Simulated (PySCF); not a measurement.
# SiCl: from the state search to spectroscopic constants

One table from this session's results is given with a row withheld; the runs are named, their logs left out.

Computed with PySCF 2.14.0. Level: Si pcseg-2, Cl pcseg-2, no relativity.

Set-up of the first run:

Settings of the job:

| Property | Result |
| --- | --- |
| atoms | Si, Cl |
| charge | 0 |
| basis | Si pcseg-2, Cl pcseg-2 |
| Hamiltonian | no relativity |
| basis functions | 68 |
| electrons treated | 31 |
| masses in u | 27.9769, 34.9689 |
| levels | PBE0, PBE, r²SCAN, M06-2X, M06, B3LYP, ωB97X, HF, MP2, SCS-MP2, CCSD, CCSD(T) |
| grid | 80 radial by 434 angular points |
| occupations | held fixed by the projection of orbital angular momentum |
| dissociation limit | Si + Cl, each in its ground configuration |
| starting distance in angstrom | 2.085 |
| values of 2S to try | 1, 3 |

On the command line:

```sh
$ OMP_NUM_THREADS=1 python dia.py task.json out
```

Steps of the session up to this table: Input; The PBE0 curve of the state that the search chose; Higher solutions at PBE0; PBE (GGA); r²SCAN; M06-2X (hybrid meta-GGA); M06 (hybrid meta-GGA); B3LYP; ωB97X (range-separated hybrid); UHF (mean field); Adding correlation.

One table of the session follows, with a row left open; its other results are not shown here.

It belongs to the step «The curves together». Energy (eV) from each level's lowest point:

| R (Å) | UHF | UHF-MP2 | UHF-SCS-MP2 | UHF-CCSD | UHF-CCSD(T) |
| --- | --- | --- | --- | --- | --- |
| 1.782 | 1.128 | 1.036 | 1.065 | n/a | n/a |
| 1.865 | 0.501 | 0.436 | 0.456 | 0.451 | 0.455 |
| 1.948 | 0.159 | 0.120 | 0.133 | 0.129 | 0.132 |
| 2.010 | 0.038 | 0.018 | 0.024 | 0.022 | 0.024 |
| 2.072 | 0.000 | 0.000 | 0.000 | 0.000 | 0.000 |
| 2.134 | 0.026 | 0.046 | 0.040 | 0.041 | 0.040 |
| 2.217 | 0.133 | 0.178 | 0.164 | 0.168 | 0.166 |
| 2.321 | ? | ? | ? | ? | ? |
| 2.445 | 0.663 | 0.774 | 0.737 | 0.750 | 0.741 |
| 2.611 | 1.136 | 1.286 | 1.235 | n/a | n/a |

Estimate the missing values for R (Å) = 2.321.

Worked estimate for «UHF». A straight line through the neighbours (2.217, 0.133) and (2.445, 0.663) gives 0.133 + (0.663 − 0.133) × (2.321 − 2.217) / (2.445 − 2.217) = 0.375; a parabola fitted to 4 rows on both sides gives 0.355.

As computed: UHF: 0.344; UHF-MP2: 0.420; UHF-SCS-MP2: 0.395; UHF-CCSD: 0.404; UHF-CCSD(T): 0.399. In «UHF» the line misses by +0.031 and the parabola by +0.011.

State 2 has its PBE0 minimum 2.93 eV higher. The other levels ran on the lowest alone.
